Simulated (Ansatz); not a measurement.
Calculation: frozen-core CCSD(T)/cc-pVTZ // PBE-D3(BJ)/def2-TZVP in Ansatz (a first-principles code).

Ansatz 0.2 input:
```yaml
crystal:
  periodic: [false, false, false]
  atoms:
    - { symbol: C, position_ang: [0.587205, -0.000003, -0.000002] }
    - { symbol: N, position_ang: [-0.587205, 0.000003, 0.000002] }
basis:
  gaussian: { orbitals: cc-pVTZ }
correlation:
  method: ccsd_t
magnetization:
  spin_polarized: true
  initial_magnetization: 1
```

Output:

```
Functional definition: HF
361 factors; integrals over basis functions are off by at most 1.3e-3 eV
mean field evaluation 1: about -2507.7609 eV, gradient 1.7e1 eV
mean field evaluation 2: about -2507.7638 eV, gradient 1.7e1 eV
mean field evaluation 4: about -2509.1127 eV, gradient 2.6e0 eV
mean field evaluation 8: about -2509.4326 eV, gradient 1.3e0 eV
mean field evaluation 16: about -2509.8285 eV, gradient 1.3e-5 eV
mean field evaluation 32: about -2508.8342 eV, gradient 9.5e-1 eV
mean field evaluation 64: about -2508.5255 eV, gradient 2.7e0 eV
mean field evaluation 96: about -2508.7849 eV, gradient 8.3e-1 eV
mean field evaluation 128: about -2509.3749 eV, gradient 1.5e-6 eV
mean field evaluation 160: about -2507.8531 eV, gradient 1.6e1 eV
mean field evaluation 192: about -2509.3722 eV, gradient 2.7e-1 eV
mean field evaluation 224: about -2509.8284 eV, gradient 6.1e-2 eV
mean field evaluation 256: about -2509.2498 eV, gradient 3.2e0 eV
mean field -2509.82853808 eV, -92.2344975517 hartree, gradient 1.5e-6 eV, S^2 1.166839; 7 other end points of the search recorded, 0 dependent functions left out
determinant -2509.82853808 eV, -92.2344975517 hartree, with singles and doubles -2518.28239079 eV, -92.5451709083 hartree
determinant -2509.46536162 eV, -92.2211510629 hartree, with singles and doubles -2517.74114547 eV, -92.5252805097 hartree
determinant -2509.38028461 eV, -92.2180245405 hartree, with singles and doubles -2518.27058387 eV, -92.5447370121 hartree
determinant -2509.37485467 eV, -92.2178249938 hartree, with singles and doubles -2517.32965778 eV, -92.5101586162 hartree
determinant -2509.82853808 eV, -92.2344975517 hartree, with singles and doubles -2518.33671061 eV, -92.5471671248 hartree
determinant -2509.46536162 eV, -92.2211510629 hartree, with singles and doubles -2518.27650438 eV, -92.5449545869 hartree
determinant -2509.38028461 eV, -92.2180245405 hartree, with singles and doubles -2518.33201399 eV, -92.5469945275 hartree
2 core orbitals not correlated
reference -2509.82853808 eV, -92.2344975517 hartree; 5, 4 occupied and 53, 54 virtual orbitals, 361 factors
second order -7.45718545 eV of doubles, -0.00000000 eV of singles
cycle   1  -8.50817325 eV  change   -7.3e-7 eV  update   1.9e-6
perturbative correction -0.50477670 eV, -0.0185502016 hartree
Total energy: -2518.84148803 eV, -92.5657173531 hartree
```

Cost: around 14 core-seconds (rough).
